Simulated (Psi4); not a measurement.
# UHF/3-21G run of PH (SMILES [PH])

Aim: the vertical ionisation energy of PH at UHF/3-21G, from 2 runs. 

The results are computed with Psi4 1.11.

1 further run of the same task is left out (set aside as unsound or not needed).

### Step 1. The structure to begin with

PH: 2 atoms, total charge 0, spin state triplet. SMILES: `[PH]`. The coordinates come from a PBE0-D4/def2-TZVP relaxation.

Bond lengths: P1–H2 1.428 Å.

### Step 2. Energy and gradient at UHF/3-21G

Input file hp.xyz:

```xyz
2
HP
P      0.000000     0.000000    -0.014610
H      0.000000     0.000000     1.413680
```

Input file job.py:

```python
import psi4

psi4.set_memory(2200000000)
psi4.set_num_threads(1)
psi4.set_output_file('run.log', False)

with open('hp.xyz') as f:
    atoms = ''.join(f.readlines()[2:])
molecule = psi4.geometry('0 3\n' + atoms + 'symmetry c1\nno_reorient\nno_com')

options = {'basis': '3-21G', 'reference': 'uhf', 'puream': True, 'e_convergence': 1e-09, 'd_convergence': 1e-08, 'scf_type': 'pk', 'maxiter': 100}
psi4.set_options(options)

energy_value, wavefunction = psi4.gradient("hf", return_wfn=True)
psi4.oeprop(wavefunction, "MULLIKEN_CHARGES", "QUADRUPOLE", "MAYER_INDICES", title="HF")
print('gradient / Eh bohr^-1')
print(energy_value.np.round(6))
print(f'energy = {wavefunction.energy():.10f} Eh')
```

Started as:

```
$ python job.py
```

run.log:

```text
[...]
  Running in c1 symmetry.
[...]
  Nuclear repulsion =    5.557455530774563
[...]
  Multiplicity = 3
[...]
  Nalpha       = 9
  Nbeta        = 7
[...]
    Number of basis functions: 15
[...]
   @UHF iter   1:  -339.54265072135104   -5.87190e-01   6.14300e-03 DIIS/ADIIS
[...]
   @UHF iter  11:  -339.55286227437659   -2.27374e-13   2.21022e-09 DIIS
[...]
   @S^2 Observed:                2.010768528E+00
[...]
    Orbital Energies [Eh]
    ---------------------
    Alpha Occupied:
       1A    -79.401246     2A     -7.472322     3A     -5.363957
       4A     -5.363957     5A     -5.351333     6A     -0.859267
       7A     -0.469449     8A     -0.386861     9A     -0.386861
    Alpha Virtual:
      10A      0.195349    11A      0.520893    12A      0.599644
      13A      0.599644    14A      0.612729    15A      1.239842
    Beta Occupied:
       1A    -79.387389     2A     -7.456050     3A     -5.341808
[...]
  @UHF Final Energy:  -339.55286227437659
   => Energetics <=
    Nuclear Repulsion Energy =              5.5574555307745630
    One-Electron Energy =                -481.1951597033617531
    Two-Electron Energy =                 136.0848418982106125
    Total Energy =                       -339.5528622743765936
  UHF NO Occupations:
  HONO-2 :    7  A 1.9948566
  HONO-1 :    8  A 1.0000000
[...]
  -Total Gradient:
     Atom            X                  Y                   Z
    ------   -----------------  -----------------  -----------------
       1        0.000000000000     0.000000000000     0.004539456840
       2       -0.000000000000    -0.000000000000    -0.004539456840
[...]
 Multipole Moments:
 ------------------------------------------------------------------------------------
     Multipole            Electronic (a.u.)      Nuclear  (a.u.)        Total (a.u.)
 ------------------------------------------------------------------------------------
 L = 1.  Multiply by 2.5417464519 to convert [e a0] to [Debye]
 Dipole X            :          0.0000000            0.0000000            0.0000000
 Dipole Y            :         -0.0000000            0.0000000           -0.0000000
 Dipole Z            :         -1.9220732            2.2573345            0.3352613
 Magnitude           :                                                    0.3352613
 L = 2.  Multiply by 1.3450342976 to convert [e a0^2] to [Debye ang]
 Quadrupole XX       :        -10.6296085            0.0000000          -10.6296085
 Quadrupole XY       :          0.0000000            0.0000000            0.0000000
[...]
  Mulliken Charges: (a.u.)
   Center  Symbol    Alpha    Beta     Spin     Total
       1     P     8.51754  6.37429  2.14324  0.10817
       2     H     0.48246  0.62571 -0.14324 -0.10817
   Total alpha =  9.00000, Total beta =  7.00000, Total charge = -0.00000
  Mayer Bond Indices:
  Total Bond Index:
  Irrep: 1 Size: 2 x 2
                 1                   2
[...]
```

On the terminal:

```text
gradient / Eh bohr^-1
[[ 0.        0.        0.004539]
 [-0.       -0.       -0.004539]]
energy = -339.5528622744 Eh
```

Wall time 5.1 s (1 thread of Intel Xeon at 2.50GHz (Skylake/Cascade Lake), shared host); peak memory 0.18 GiB.

### Step 3. The doublet cation: a single-point energy at UHF/3-21G

Input file job.dat:

```
memory 2200 MB

molecule {
  1 2
  P
  H 1 1.42829
  symmetry c1
  no_reorient
  no_com
}

set basis 3-21G
set reference uhf
set puream true
set e_convergence 1e-09
set d_convergence 1e-08
set scf_type pk
set maxiter 100

E, wfn = energy("scf", return_wfn=True)
oeprop(wfn, "QUADRUPOLE", "MULLIKEN_CHARGES", "LOWDIN_CHARGES", title="SCF")
print_variables()
```

Started as:

```
$ psi4 -n 1 job.dat job.out
```

job.out:

```text
[...]
  Running in c1 symmetry.
[...]
  Nuclear repulsion =    5.557455530774563
[...]
  Multiplicity = 2
[...]
  Nalpha       = 8
  Nbeta        = 7
[...]
    Number of basis functions: 15
[...]
   @UHF iter   1:  -339.16331120471375   -2.07851e-01   1.12590e-02 DIIS/ADIIS
[...]
   @UHF iter  10:  -339.18988897043545   -1.19371e-12   4.59647e-09 DIIS
[...]
   @S^2 Observed:                7.530678879E-01
[...]
    Orbital Energies [Eh]
    ---------------------
    Alpha Occupied:
       1A    -79.801527     2A     -7.863943     3A     -5.757253
       4A     -5.742155     5A     -5.741561     6A     -1.153518
       7A     -0.777968     8A     -0.705755
    Alpha Virtual:
       9A     -0.340302    10A     -0.076645    11A      0.230834
      12A      0.301552    13A      0.319203    14A      0.332410
      15A      0.947965
    Beta Occupied:
[...]
  @UHF Final Energy:  -339.18988897043545
   => Energetics <=
    Nuclear Repulsion Energy =              5.5574555307745630
    One-Electron Energy =                -475.2896599760763365
    Two-Electron Energy =                 130.5423154748663137
    Total Energy =                       -339.1898889704354474
  UHF NO Occupations:
  HONO-2 :    6  A 1.9999256
  HONO-1 :    7  A 1.9985414
[...]
 Multipole Moments:
 ------------------------------------------------------------------------------------
     Multipole            Electronic (a.u.)      Nuclear  (a.u.)        Total (a.u.)
 ------------------------------------------------------------------------------------
 L = 1.  Multiply by 2.5417464519 to convert [e a0] to [Debye]
 Dipole X            :         -0.0000000            0.0000000           -0.0000000
 Dipole Y            :          0.0000000            0.0000000            0.0000000
 Dipole Z            :         -0.8270034            1.3381952            0.5111918
 Magnitude           :                                                    0.5111918
 L = 2.  Multiply by 1.3450342976 to convert [e a0^2] to [Debye ang]
 Quadrupole XX       :         -8.5594536            0.0000000           -8.5594536
 Quadrupole XY       :          0.1078679            0.0000000            0.1078679
[...]
  Mulliken Charges: (a.u.)
   Center  Symbol    Alpha    Beta     Spin     Total
       1     P     7.55279  6.47609  1.07670  0.97112
       2     H     0.44721  0.52391 -0.07670  0.02888
   Total alpha =  8.00000, Total beta =  7.00000, Total charge =  1.00000
  Lowdin Charges: (a.u.)
   Center  Symbol    Alpha    Beta     Spin     Total
       1     P     7.54839  6.49978  1.04861  0.95183
       2     H     0.45161  0.50022 -0.04861  0.04817
  Total alpha =  8.00000, Total beta =  7.00000, Total charge =  1.00000
[...]
```

It took 5.1 s on 1 thread of Intel Xeon at 2.50GHz (Skylake/Cascade Lake), shared host; peak memory 0.18 GiB.

### Step 4. Summary of results

Level: UHF/3-21G.

| quantity | value |
| --- | --- |
| triplet PH: total energy | -339.55286 Eh |
| triplet PH: dipole moment | 0.85 D |
| triplet PH: HOMO energy (highest over α and β) | -10.53 eV |
| triplet PH: LUMO energy (lowest over α and β) | 1.35 eV |
| triplet PH: ⟨S²⟩ | 2.011 |
| triplet PH: largest force on an atom | 0.233 eV/Å |
| doublet cation: total energy | -339.18989 Eh |
| doublet cation: HOMO energy (highest over α and β) | -19.20 eV |
| doublet cation: LUMO energy (lowest over α and β) | -9.26 eV |
| doublet cation: ⟨S²⟩ | 0.753 |
| vertical ionisation energy (to the doublet cation) | 9.877 eV |

What this shows: The vertical ionisation energy comes to 9.88 eV (228 kcal/mol).
